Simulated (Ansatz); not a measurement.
The first iterations of a band of C2H4S2 (8 atoms, charge 0, multiplicity 1).

Theory: RKS PBE0-D4/6-31G* (Ansatz).

| Property | Result |
| --- | --- |
| movable images | 9 |
| climbing image | yes |
| spring | 2.0 to 10.0 eV/Å², energy-weighted |
| optimiser | quadratic models (default) |
| start path | IDPP |
| force threshold | 0.05 eV/Å |
| iteration limit | 60 |
| end points | relaxed |

First end point:

```xyz
8
Properties=species:S:1:pos:R:3
C -0.015 1.032 -0.263
C 0.176 -0.452 -0.114
S 1.127 -1.351 -1.089
S -0.742 -1.086 1.241
H 0.520 1.392 -1.142
H -1.080 1.278 -0.358
H 0.362 1.553 0.626
H -0.349 -2.365 1.101
```

Last end point:

```xyz
8
Properties=species:S:1:pos:R:3
C -0.258 0.990 -0.296
C 0.014 -0.479 -0.134
S -0.261 -1.592 -1.296
S 0.669 -0.842 1.453
H 0.675 1.560 -0.202
H -0.700 1.185 -1.273
H -0.937 1.346 0.489
H 0.797 -2.167 1.260
```

| iteration | highest image above the first end (eV) | largest band force component (eV/Å) |
| --- | --- | --- |
| 1 | 0.039 | 0.459 |
| 2 | 0.016 | 0.280 |

Task: Does the band converge within its limit, and where does its top end?

Result: The run converged. It ended after 8 iterations with the highest image 0.013 eV above the first end. Another band between the same ends (9 images) ends at a top of the same energy, where a vibrational analysis finds 1 clearly imaginary mode.

Run time: 4.3 min on 1 thread of Intel(R) Xeon(R) Processor @ 2.70GHz (shared host), peak memory 0.16 GiB.
